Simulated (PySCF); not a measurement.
**Field gradients at the hydrogen positions**

Compound: C₄H₉P.
Z-matrix (Å and degrees, GFN2-xTB geometry), rows numbered from 1:
```
C 
C   1  1.3230
P   2  1.8160  1  125.27
C   3  1.8692  2   97.31  1   119.62
C   4  1.5221  3  111.15  2  -168.19
H   1  1.0783  2  121.67  3    -3.00
H   1  1.0786  2  122.06  3   176.79
H   2  1.0848  1  120.59  3  -175.44
H   3  1.4017  2   95.84  1    23.04
H   4  1.0933  3  109.45  2   -45.41
H   4  1.0943  3  107.18  2    71.59
H   5  1.0885  4  110.63  3    62.50
H   5  1.0881  4  110.46  3   -57.24
H   5  1.0885  4  110.52  3  -177.45
```

Level: PBE0/pcSseg-1 (PySCF, non-relativistic); Q(2H) = 0.00286 b; rigid geometry, the same for H and D, with no vibrational averaging.

Question: Rank these positions by the coupling χzz of a deuteron there, largest first.
A. H9 (P–H hydrogen)
B. H8 (vinylic hydrogen)
C. H6 (vinylic hydrogen)
D. H11 (methylene hydrogen)
E. H13 (methyl hydrogen)

Answer: C (224 kHz), B (217 kHz), E (210 kHz), D (203 kHz), A (130 kHz).

Q: What are Vzz, η and χzz (234.96 MHz × Q × Vzz) at all hydrogens?

A: 
| atom | bonded to | bond length (Å) | Vzz (au) | η | χzz (kHz) |
| --- | --- | --- | --- | --- | --- |
| H6 | C1 | 1.078 | 0.3334 | 0.06 | 224 |
| H7 | C1 | 1.079 | 0.3346 | 0.05 | 225 |
| H8 | C2 | 1.085 | 0.3224 | 0.05 | 217 |
| H9 | P3 | 1.402 | 0.1928 | 0.10 | 130 |
| H10 | C4 | 1.093 | 0.3026 | 0.02 | 203 |
| H11 | C4 | 1.094 | 0.3025 | 0.02 | 203 |
| H12 | C5 | 1.088 | 0.3126 | 0.03 | 210 |
| H13 | C5 | 1.088 | 0.3121 | 0.02 | 210 |
| H14 | C5 | 1.089 | 0.3144 | 0.02 | 211 |

Q: Average by the element that carries the hydrogen.

A: on C: 213 kHz over 8 positions, mean bond length 1.087 Å; on P: 130 kHz over 1 position, mean bond length 1.402 Å.

Q: How does χzz go with the bond length over the 8 C–H bonds?

A: A straight-line fit has a slope of -13.9 kHz for each 0.01 Å, with a correlation coefficient of -0.99, over lengths from 1.078 to 1.094 Å. The longer bonds have the smaller couplings here.

One conformer (not necessarily the lowest) at the GFN2-xTB geometry, without solvent, vibrations or thermal averaging. GFN2-xTB bond lengths can be off by several hundredths of an ångström, more for odd bonds, and the gradients follow them. These gradients aren't converged with respect to the basis.
